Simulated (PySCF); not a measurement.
Compound: ethyl isocyanide, C3H5N.
SMILES: `[C-]#[N+]CC`

Level of theory: EOM-IP-CCSD/aug-cc-pVDZ in PySCF, restricted Hartree–Fock reference, frozen core, non-relativistic, gas phase, PBE0-D3(BJ)/def2-SVP geometry.

Hartree–Fock orbital energies give these Koopmans values (eV): HOMO 12.57, HOMO-1 12.66, HOMO-2 12.78, HOMO-3 14.80, HOMO-4 15.09, HOMO-5 16.49, HOMO-6 18.08, HOMO-7 19.95.

**Question.** What vertical ionisation energies does EOM-IP-CCSD give?

**Answer.** 
| leading hole (HF orbital) | Koopmans (eV) | EOM-IP-CCSD (eV) | change (eV) | one-hole share |
| --- | --- | --- | --- | --- |
| HOMO-2 | 12.78 | 11.20 | -1.58 | 0.92 |
| HOMO | 12.57 | 12.15 | -0.42 | 0.96 |
| HOMO-1 | 12.66 | 12.16 | -0.50 | 0.96 |
| HOMO-3 | 14.80 | 14.03 | -0.77 | 0.96 |
| HOMO-4 | 15.09 | 14.26 | -0.83 | 0.96 |
| HOMO-5 | 16.49 | 15.36 | -1.13 | 0.95 |
| HOMO-6 | 18.08 | 16.91 | -1.17 | 0.95 |
| HOMO-7 | 19.95 | 18.28 | -1.67 | 0.93 |

**Question.** Does the order of the lines follow the orbital energies?

**Answer.** No: the HOMO-2 hole (11.20 eV) falls below the HOMO hole (12.15 eV); the HOMO-2 hole (11.20 eV) falls below the HOMO-1 hole (12.16 eV). The corrections run from -1.67 to -0.42 eV, with a mean of -1.01 eV over the 8 lines; no line lies above its Koopmans value.

**Question.** At what kinetic energies would He I light (21.22 eV) eject these electrons?

**Answer.** 10.02 eV (HOMO-2), 9.07 eV (HOMO), 9.06 eV (HOMO-1), 7.19 eV (HOMO-3), 6.96 eV (HOMO-4), 5.86 eV (HOMO-5), 4.31 eV (HOMO-6), 2.94 eV (HOMO-7).

**Question.** What total energy has the lowest final state, and which wavelength reaches it?

**Answer.** E(CCSD) + ionisation energy = -171.56787 + 0.41161 = -171.15626 Eh, at the geometry of the initial state. The threshold wavelength is 1239.84 eV nm/11.20 eV = 110.7 nm.

Lines less than 0.15 eV apart could change places at a higher level. One root was sought for each valence orbital with −ε under 21 eV, eight at most, so deeper holes and satellites are missing; no vibrational structure.
